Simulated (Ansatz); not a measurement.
`C=COCCC`. The species carries charge 0 and has multiplicity 1.

```xyz
16

C     1.7443    0.5057    2.1368
C     0.4915    0.0868    2.2931
O    -0.4183   -0.1823    1.3424
C    -0.0109   -0.0036    0.0010
C    -1.1652   -0.3562   -0.9046
C    -0.8023   -0.1861   -2.3694
H     2.1985    0.6876    1.1727
H     2.3472    0.6756    3.0177
H     0.0676   -0.0857    3.2770
H     0.8580   -0.6429   -0.2065
H     0.3012    1.0386   -0.1517
H    -2.0198    0.2767   -0.6480
H    -1.4670   -1.3885   -0.7042
H    -1.6435   -0.4444   -3.0150
H     0.0380   -0.8276   -2.6489
H    -0.5191    0.8462   -2.5924
```

Task: Give the diagnostics of a CCSD(T)/def2-TZVPP run (frozen core, Ansatz 0.2.0). (Estimate.)

Result: The calculation gave: T1 = 0.0113, largest single amplitude 0.021, largest double 0.086, (T) share of the correlation energy 3.9 %, 9 CCSD cycles. The RHF solution is stable towards an unrestricted one. T1 lies under the customary mark of 0.02 for closed shells.
